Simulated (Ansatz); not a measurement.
Molecular dynamics, step by step

C2H3OS (SMILES [CH+]=COS) (charge +1), singlet, PBE0-D4/def2-SVP (Ansatz 0.2.0). Settings (timestep in fs, temperature in K; T counts 15 degrees of freedom):

```yaml
hamiltonian: {xc: pbe0, dispersion: d4}
md: {n_steps: 40, timestep: 0.75, temperature: 1500, ensemble: nve, seed: 775, initial_velocities: maxwell_boltzmann}
```

Start (the SMILES describes the start alone):

C1  (-0.875, 1.365, -0.525)
C2  (-0.335, 0.453, 0.173)
O3  (0.874, -0.193, 0.014)
S4  (1.414, -1.550, 0.702)
H5  (-1.280, 2.153, -1.114)
H6  (-0.909, 0.181, 1.069)
H7  (1.110, -2.408, -0.318)
(Å)

| step | time (fs) | potential energy less the start (meV) | kinetic energy (meV) | T (K) |
| --- | --- | --- | --- | --- |
| 0 | 0.00 | 0.0 | 969.5 | 1500 |
| 2 | 1.50 | 105.0 | 877.6 | 1358 |
| 4 | 3.00 | 197.7 | 784.1 | 1213 |
| 6 | 4.50 | 208.0 | 773.9 | 1197 |
| 8 | 6.00 | 153.3 | 827.0 | 1280 |
| 10 | 7.50 | 137.8 | 837.0 | 1295 |
| 12 | 9.00 | 332.9 | 651.4 | 1008 |
| 14 | 10.50 | 289.9 | 689.0 | 1066 |
| 16 | 12.00 | 190.7 | 786.5 | 1217 |
| 18 | 13.50 | 265.0 | 713.7 | 1104 |
| 20 | 15.00 | 443.4 | 538.9 | 834 |
| 22 | 16.50 | 533.0 | 452.7 | 700 |
| 24 | 18.00 | 353.6 | 627.9 | 972 |
| 26 | 19.50 | 159.0 | 813.1 | 1258 |
| 28 | 21.00 | 345.3 | 638.2 | 988 |
| 30 | 22.50 | 299.9 | 684.3 | 1059 |
| 32 | 24.00 | 0.8 | 970.2 | 1501 |
| 34 | 25.50 | 150.7 | 828.7 | 1282 |
| 36 | 27.00 | 424.5 | 560.9 | 868 |
| 38 | 28.50 | 463.5 | 521.3 | 807 |
| 40 | 30.00 | 299.7 | 680.2 | 1052 |

Step 16, positions (Å) and forces (eV/Å):

```json
{"atom": "C1", "x": "-0.868", "y": "1.396", "z": "-0.509", "Fx": "1.709", "Fy": "-1.939", "Fz": "2.945"}
{"atom": "C2", "x": "-0.275", "y": "0.393", "z": "0.161", "Fx": "-0.940", "Fy": "2.407", "Fz": "-2.076"}
{"atom": "O3", "x": "0.902", "y": "-0.027", "z": "-0.052", "Fx": "1.074", "Fy": "-2.289", "Fz": "0.997"}
{"atom": "S4", "x": "1.403", "y": "-1.609", "z": "0.732", "Fx": "-0.370", "Fy": "1.178", "Fz": "-0.327"}
{"atom": "H5", "x": "-1.738", "y": "1.635", "z": "-1.012", "Fx": "-2.036", "Fy": "0.974", "Fz": "-1.763"}
{"atom": "H6", "x": "-1.066", "y": "0.194", "z": "0.949", "Fx": "0.523", "Fy": "-0.326", "Fz": "0.266"}
{"atom": "H7", "x": "0.834", "y": "-2.340", "z": "-0.258", "Fx": "0.039", "Fy": "-0.004", "Fz": "-0.042"}
```

Step 22, positions (Å) and forces (eV/Å):

```csv
atom,x,y,z,Fx,Fy,Fz
C1,-0.874,1.374,-0.459,-5.252,2.338,-1.833
C2,-0.249,0.425,0.092,-0.365,-2.109,2.734
O3,0.914,0.008,-0.061,2.611,-2.942,0.884
S4,1.397,-1.623,0.743,-1.022,1.258,-1.269
H5,-1.861,1.484,-1.068,1.929,0.307,0.856
H6,-1.072,0.103,1.032,1.609,0.893,-1.979
H7,0.731,-2.309,-0.266,0.490,0.255,0.607
```

Step 26, positions (Å) and forces (eV/Å):

```
atom       x       y       z      Fx      Fy      Fz
  C1  -0.914   1.374  -0.435  -3.079   2.068  -1.317
  C2  -0.237   0.433   0.065   2.105  -1.716   1.001
  O3   0.938   0.013  -0.062   2.053  -2.407   0.583
  S4   1.390  -1.629   0.747  -0.423   1.900  -0.381
  H5  -1.814   1.425  -1.063   0.070   0.584   0.023
  H6  -0.913   0.122   0.902  -0.637  -0.053   0.372
  H7   0.708  -2.265  -0.216  -0.090  -0.375  -0.282
```

Last step (40):

```csv
atom,x (Å),y (Å),z (Å)
C1,-1.0844,1.3911,-0.3704
C2,-0.1403,0.4548,-0.0309
O3,1.0758,-0.0431,-0.0454
S4,1.3563,-1.6133,0.7516
H5,-1.9207,1.4908,-1.1001
H6,-0.9585,0.0331,0.8594
H7,0.6094,-2.3091,-0.1713
```

Hardware: 2 CPU threads of an Arm Neoverse V2, shared host. Wall time about 48 s.
